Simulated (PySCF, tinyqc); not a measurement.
Worked calculation (part 2 of 2): RHF in the sto-3g basis, for BH, spin multiplicity 1. The lowest restricted solution is unstable here: a spin-polarised one lies 0.0199 hartree lower (PySCF). Computed by tinyqc, a small Python program that keeps every step (integrals from PySCF). Command: `OMP_NUM_THREADS=1 python tinyqc.py 20625 20626 out.jsonl` (the two numbers bound the seeds that draw the settings). One thread of a shared host (Intel(R) Xeon(R) Processor @ 2.60GHz), about 0.07 s of CPU time with the checks.

Geometry (angstrom):
```
atom         x         y         z
B     0.000000  0.000000  0.000000
H     0.000000  0.000000  1.937000
```

## Iteration 9 (converged): orbitals

converged F (hartree):
```
            1B 1s      1B 2s    1B 2px    1B 2py     1B 2pz      2H 1s
1B 1s   -7.389122  -2.153398  0.000000  0.000000  -0.013660  -0.105102
1B 2s   -2.153398  -1.026278  0.000000  0.000000   0.018509  -0.203597
1B 2px   0.000000   0.000000  0.239608  0.000000   0.000000   0.000000
1B 2py   0.000000   0.000000  0.000000  0.239608   0.000000   0.000000
1B 2pz  -0.013660   0.018509  0.000000  0.000000   0.027764  -0.247049
2H 1s   -0.105102  -0.203597  0.000000  0.000000  -0.247049  -0.128533
```

X:
```
            1B 1s      1B 2s    1B 2px    1B 2py     1B 2pz      2H 1s
1B 1s    1.029121  -0.143360  0.000000  0.000000  -0.002686   0.013444
1B 2s   -0.143360   1.042603  0.000000  0.000000   0.016874  -0.097785
1B 2px   0.000000   0.000000  1.000000  0.000000   0.000000   0.000000
1B 2py   0.000000   0.000000  0.000000  1.000000   0.000000   0.000000
1B 2pz  -0.002686   0.016874  0.000000  0.000000   1.020533  -0.119714
2H 1s    0.013444  -0.097785  0.000000  0.000000  -0.119714   1.033718
```

Diagonalise F' = X^T F X, C = X C', fill 3 alpha and 3 beta electrons from the bottom; D = 2 C_occ C_occ^T. Each column has its largest component positive (the first on a tie).

F' = X^T F X (hartree):
```
           1          2         3         4          5          6
1  -7.213479  -1.106451  0.000000  0.000000  -0.026296   0.024156
2  -1.106451  -0.584843  0.000000  0.000000   0.060080  -0.144005
3   0.000000   0.000000  0.239608  0.000000   0.000000   0.000000
4   0.000000   0.000000  0.000000  0.239608   0.000000   0.000000
5  -0.026296   0.060080  0.000000  0.000000   0.088755  -0.258293
6   0.024156  -0.144005  0.000000  0.000000  -0.258293  -0.042575
```

orbital energies (hartree): MO1 -7.393326, MO2 -0.458240, MO3 -0.217648, MO4 0.239608, MO5 0.239608, MO6 0.317072

coefficients C:
```
              MO1        MO2        MO3       MO4        MO5        MO6
1B 1s    0.992797  -0.279891   0.103863  0.000000   0.000000  -0.071122
1B 2s    0.025755   0.941675  -0.391976  0.000000   0.000000   0.276328
1B 2px   0.000000   0.000000   0.000000  0.768301  -0.640089   0.000000
1B 2py   0.000000   0.000000   0.000000  0.640089   0.768301   0.000000
1B 2pz   0.002283   0.038651   0.573765  0.000000   0.000000   0.851708
2H 1s   -0.002700   0.279579   0.668267  0.000000   0.000000  -0.753587
```

D after iteration 9:
```
            1B 1s      1B 2s    1B 2px    1B 2py     1B 2pz      2H 1s
1B 1s    2.149545  -0.557417  0.000000  0.000000   0.102083  -0.023049
1B 2s   -0.557417   2.082123  0.000000  0.000000  -0.376893   0.002516
1B 2px   0.000000   0.000000  0.000000  0.000000   0.000000   0.000000
1B 2py   0.000000   0.000000  0.000000  0.000000   0.000000   0.000000
1B 2pz   0.102083  -0.376893  0.000000  0.000000   0.661410   0.788456
2H 1s   -0.023049   0.002516  0.000000  0.000000   0.788456   1.049506
```

Within a degenerate level the vectors are fixed only up to a rotation; this is one choice.

## Convergence

Stop when the energy changes by less than 1e-10 hartree and every element of the error matrix X^T (F D S - S D F) X is below 3e-06.

Course of the cycle:
```
iteration   E (hartree)     change  largest element of the error matrix
1          -24.02307286          -                             3.01e-01
2          -24.48562586  -4.63e-01                             2.73e-01
3          -24.61005123  -1.24e-01                             1.01e-01
4          -24.62616423  -1.61e-02                             8.48e-03
5          -24.62626684  -1.03e-04                             9.00e-04
6          -24.62626759  -7.50e-07                             2.41e-04
7          -24.62626766  -7.18e-08                             1.77e-05
8          -24.62626766  -3.95e-10                             4.90e-08
9          -24.62626766  -1.42e-14                             9.42e-09
```

PySCF RHF in the same basis = -24.62626766 hartree

Converged in 9 iterations.

## Populations, bond orders and dipole

overlap S:
```
           1B 1s     1B 2s    1B 2px    1B 2py    1B 2pz     2H 1s
1B 1s   1.000000  0.269328  0.000000  0.000000  0.000000  0.012513
1B 2s   0.269328  1.000000  0.000000  0.000000  0.000000  0.179059
1B 2px  0.000000  0.000000  1.000000  0.000000  0.000000  0.000000
1B 2py  0.000000  0.000000  0.000000  1.000000  0.000000  0.000000
1B 2pz  0.000000  0.000000  0.000000  0.000000  1.000000  0.226613
2H 1s   0.012513  0.179059  0.000000  0.000000  0.226613  1.000000
```

Mulliken: Z minus the diagonal of D S on the atom; Loewdin: the same with S^(1/2) D S^(1/2); Mayer order: 2 sum_s sum (D(s) S)_ij (D(s) S)_ji over the two atoms.

Charges (e):
```
atom   Mulliken    Loewdin
1B     0.228342   0.224227
2H    -0.228342  -0.224227
```

Mayer bond orders:
```
pair     order
2-1   0.947860
```

dipole moment about the origin, x y z (debye): 0.000000  0.000000  -0.962133
